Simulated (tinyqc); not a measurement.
Stretching all distances: RHF, UHF, MP2, CISD and CCSD against full CI in the sto-6g basis, for BH3, spin multiplicity 1. Computed by the program tinyqc with PySCF. All coordinates are multiplied by the scale. c0^2 is the weight of the RHF determinant in the lowest singlet FCI state (UHF is spin-contaminated and may lie near states of higher spin) and n(LUMO) the first natural occupation beyond the occupied space.

Geometry (angstrom):
```
atom        x        y       z
B      0.0000   0.0000  0.0050
H      1.1090   0.0000  0.0000
H     -0.5540   0.9600  0.0000
H     -0.5540  -0.9600  0.0000
```

Full CI energy (hartree) and errors against it (kcal/mol):
```
scale  distance 1-2 (angstrom)     E(FCI)      RHF     UHF     MP2    CISD    CCSD  <S^2> UHF   c0^2  n(LUMO)
0.920                    1.020  -26.32852   25.634  25.634   7.357   0.454   0.144      0.000  0.979    0.011
1.110                    1.231  -26.37855   36.303  36.303  11.633   1.037   0.271      0.000  0.963    0.025
1.300                    1.442  -26.30207   52.355  52.355  18.378   2.550   0.638      0.000  0.933    0.052
1.490                    1.652  -26.18490   75.130  75.130  28.518   6.126   1.681      0.000  0.878    0.108
1.680                    1.863  -26.06842  105.861  89.045  43.109  13.627   4.464      1.043  0.788    0.215
1.860                    2.063  -25.97886  142.681  72.410  61.643  26.066  10.292      1.688  0.663    0.388
```

What does the comparison show, and why?

UHF parts from RHF first at scale 1.68 of those listed, where <S^2> leaves zero. The weight c0^2 goes from 0.98 to 0.66 and n(LUMO) from 0.01 to 0.39: static correlation grows as the bonds break into open-shell fragments. The spread of the error along the curve, which distorts its shape, is CCSD 10.1, CISD 25.6, MP2 54.3, UHF 63.4, RHF 117.0 kcal/mol. The table stops here: at scale 2.05 and beyond, the reference weight falls under 0.45 or RHF, UHF or CCSD hop between solutions, so those rows were left out and the spreads given cover only the rows shown. As computed, partly on other solutions, the errors there reach in size RHF 273, UHF 52, MP2 100, CISD 88, CCSD 55 kcal/mol.
